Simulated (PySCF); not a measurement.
**Atomic charges by several schemes**

Compound: C₃H₆NS (charge -1).
Numbering: `[NH2:1][CH2:2]/[CH:3]=[CH:4]/[S-:5]` (hydrogens: H6, H7 on N1; H8, H9 on C2; H10 on C3; H11 on C4)

Cartesian coordinates in Å at the PBE0-D3(BJ)/def2-SVP level; atoms count from 1:
```
atom  x, y, z in Å
N1    -1.4115   -0.0358    0.4151
C2    -0.3944    0.8788   -0.1538
C3     0.9198    0.2715   -0.5204
C4     2.0650    0.4425    0.2062
S5     3.6268   -0.2216   -0.0129
H6    -0.9398   -0.5210    1.1823
H7    -1.5402   -0.7848   -0.2693
H8    -0.8802    1.3704   -1.0221
H9    -0.2266    1.6817    0.5881
H10    0.9503   -0.3911   -1.3978
H11    1.9377    1.1303    1.0701
```

Density: PBE0/pcSseg-1 (PySCF); schemes: Mulliken, IAO, Hirshfeld and ESP-fitted. One conformer (not necessarily the lowest) at the PBE0-D3(BJ)/def2-SVP geometry, without solvent, vibrations or thermal averaging. The pcSseg-1 basis has no diffuse functions, a weakness for an anion.

Question: Which atoms carry the lowest charge in the Mulliken, IAO, Hirshfeld and ESP-fitted schemes?

Answer: The schemes don't all agree: Mulliken S5 (-0.560); IAO N1 (-0.595); Hirshfeld S5 (-0.579); ESP-fitted N1 (-1.036).

Question: Which atoms carry the highest charge in the Mulliken, IAO, Hirshfeld and ESP-fitted schemes?

Answer: The schemes don't all agree: Mulliken H6 (+0.144); IAO H6 (+0.226); Hirshfeld H6 and H7 (+0.083); ESP-fitted C2 (+0.482).

Question: Give the atomic charges in each scheme.

Answer: In e:

```csv
atom,environment,Mulliken,IAO,Hirshfeld,ESP-fitted
N1,primary amine nitrogen,-0.457,-0.595,-0.279,-1.036
C2,sp3 carbon bound to nitrogen,-0.056,-0.140,-0.051,+0.482
C3,carbon bonded to 2 C and H,-0.264,-0.315,-0.157,-0.526
C4,alkene CH carbon,-0.206,-0.227,-0.114,-0.108
S5,sulfur bonded to C,-0.560,-0.577,-0.579,-0.702
H6,N–H hydrogen,+0.144,+0.226,+0.083,+0.360
H7,N–H hydrogen,+0.138,+0.218,+0.083,+0.340
H8,methylene hydrogen,+0.080,+0.105,+0.009,-0.046
H9,methylene hydrogen,+0.084,+0.115,+0.018,-0.029
H10,hydrogen on C3,+0.035,+0.102,-0.007,+0.148
H11,vinylic hydrogen,+0.061,+0.088,-0.006,+0.118
```

Mean size of the charges over all atoms: ESP-fitted 0.354 e, IAO 0.246 e, Mulliken 0.190 e, Hirshfeld 0.126 e. Each set sums to the total charge, -1, to within 0.001 e. The IAO scheme projects the occupied orbitals on a minimal set of polarised atomic orbitals and counts the electrons in each atom's part of it.

Question: How many electrons does the Hirshfeld scheme count on C4?

Answer: Z − q = 6 − (-0.114) = 6.114.

Question: How closely do the schemes follow one another over all atoms?

Answer: Correlation coefficient and root-mean-square difference: Mulliken with IAO 0.99, 0.067 e; Mulliken with Hirshfeld 0.95, 0.082 e; IAO with Hirshfeld 0.91, 0.142 e; Mulliken with ESP-fitted 0.86, 0.279 e; IAO with ESP-fitted 0.85, 0.259 e; Hirshfeld with ESP-fitted 0.79, 0.330 e.

Question: Sum the charges by element, for elements with more than one atom.

Answer: 
| element | atoms | Mulliken | IAO | Hirshfeld | ESP-fitted |
| --- | --- | --- | --- | --- | --- |
| C | 3 | -0.526 | -0.682 | -0.322 | -0.153 |
| H | 6 | +0.543 | +0.854 | +0.180 | +0.891 |

The run behind these numbers computed NMR shieldings as well. Hardware: one thread, Arm Neoverse V2 (shared host). Cost: 8.3 s.
